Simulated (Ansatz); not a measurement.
bcc Mo was calculated with revPBE (Ansatz, an electronic-structure program, plane waves, PAW).

Numerical settings: plane-wave cutoff 520 eV, 28×28×28 k mesh, Fermi–Dirac smearing 0.081 eV (set by the program), no spin polarisation, scalar-relativistic PAW data made under PBE.

Computed at the level's own relaxed cell.

Problem. Predict the elastic constant C11, Voigt–Reuss–Hill bulk modulus, elastic constant C44, Young modulus and elastic constant C12.

Solution. 
* **elastic constant C11**: 446 GPa
* **Voigt–Reuss–Hill bulk modulus**: 252 GPa
* **elastic constant C44**: 97.0 GPa
* **Young modulus**: 298 GPa
* **elastic constant C12**: 155 GPa

Measured, for comparison: elastic constant C11 478 GPa, elastic constant C44 112 GPa, elastic constant C12 160 GPa (0 K, 300 K values taken to 0 K by the source's computed thermal shift; zero-point effects included; as tabulated in Gong and Corso (2024), arXiv:2406.16634). Computed (rounded) less measured: elastic constant C11 -7 %, elastic constant C44 -13 %, elastic constant C12 -3 %.

Note: shear constants of such metals converge slowly with the k mesh.

Elastic constants are with the ions relaxed.

Computed values are for the static lattice.

It cost around 2.3 core-minutes (rough) of CPU time.
